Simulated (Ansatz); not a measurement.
# AlH₃ (triplet): from Hartree-Fock to the top rungs, aug-cc-pVDZ

An exercise on one series of results from a longer session: the logs are not shown, and one member is left open.

Program: Ansatz 0.2.0, Gaussian basis. Level of theory: aug-cc-pVDZ, core rule «outside noble gas», up to 5 orbitals frozen. These are calculated values, not measurements.

The runs, in order: UHF; CCSD(T) on ROHF; CCSD(T) on UHF; BCCD(T) on ROHF; CISD; CCSDT(Q) on ROHF; CCSDT(Q) on UHF; CASSCF and MRCISD+Q, 6 electrons in 7 orbitals; CASSCF and NEVPT2, 6 electrons in 7 orbitals; Full CI.

6 further runs of the same task are left out: 2 for a known fault of the program, 4 set aside as unsound or not needed.

## What is computed

The geometry is a PBE0/def2-TZVP stationary point (not a proven minimum) of the parent state, kept for this charge and spin.

4 atoms, charge 0, spin multiplicity 3.

Atoms are counted from 1 here; the program's logs count them from 0.

Bond lengths: Al1–H2 1.586 Å, Al1–H3 1.586 Å, Al1–H4 1.586 Å. Angles: H2–Al1–H3 120.0°, H2–Al1–H4 120.0°, H3–Al1–H4 120.0°.

Set-up of the first run:

in.yaml

```yaml
crystal:
  periodic: [false, false, false]
  atoms:
    - {symbol: Al, position_ang: [0.000000, 0.000000, 0.000000]}
    - {symbol: H, position_ang: [1.585776, 0.015051, -0.000083]}
    - {symbol: H, position_ang: [-0.805923, 1.365794, -0.002790]}
    - {symbol: H, position_ang: [-0.779853, -1.380845, 0.002873]}
basis:
  gaussian: {orbitals: aug-cc-pVDZ}
magnetization: {spin_polarized: true, initial_magnetization: 2}
hamiltonian: {xc: hf}
output: {orbitals: {seedname: orbitals}}
```

Command:

```console
$ ansatz run in.yaml --threads 1 --pin off --events-out ev --progress --plain --max-ram 4096MiB --backend cpu
```

Among the steps run: UHF; CCSD(T) on ROHF; CCSD(T) on UHF; BCCD(T) on ROHF; CISD; CCSDT(Q) on ROHF; CCSDT(Q) on UHF; CASSCF and MRCISD+Q, 6 electrons in 7 orbitals; CASSCF and NEVPT2, 6 electrons in 7 orbitals; Full CI.

One of the session's tables, all rows but one given; the rest of the session is left out.

```
          method  from FCI (kcal/mol)
            RMP2               +20.04
            UMP2               +21.43
            CISD                +5.30
           RCCSD                +2.98
           UCCSD                +2.76
        RCCSD(T)                +0.81
        UCCSD(T)                +0.79
         BCCD(T)                +0.82
          RCCSDT                +0.12
          UCCSDT                +0.11
       RCCSDT(Q)                +0.03
       UCCSDT(Q)                +0.02
  CASSCF valence                    ?
  NEVPT2 valence               +12.98
  MRCISD valence                +2.54
MRCISD+Q valence                +0.68
             FCI                    0
```

**Question.** Estimate the row for CASSCF valence.

The run gave: from FCI (kcal/mol): +39.57. In the column «from FCI (kcal/mol)» it is the highest.

Some runs used a GPU and others CPU threads alone; cost is compared among the CPU runs only.

Among the levels timed on like hardware, those that no quicker one beats, quickest first: NEVPT2 valence (1.7 s, +12.98 kcal/mol); CISD (1.8 s, +5.30 kcal/mol); MRCISD+Q valence (2.4 s, +0.68 kcal/mol); UCCSDT(Q) (21 s, +0.02 kcal/mol).

Limits of these values: The report flags that the cluster equations may have other roots. The yardstick is full CI for this spin, exact in this basis with these frozen cores. Left out of the table: ROHF, UHF (another determinant or state than the rows shown). The program flags RCCSD(T), BCCD(T), RCCSDT(Q) as in doubt, so those rows may rest on another solution; read them beside their warnings. Of the multireference levels listed MRCISD+Q valence comes nearest in total energy (+0.68 kcal/mol), which doesn't show that its space is the better one. Levels on UHF freeze UHF's core orbitals, full CI those of ROHF, so the U rows can settle a little off it for that reason alone. Restricted and unrestricted rows rest on different reference determinants; where their highest levels disagree by more than a few hundredths of an eV, they describe different states and don't form one ladder. Warnings in the runs' records: other roots.
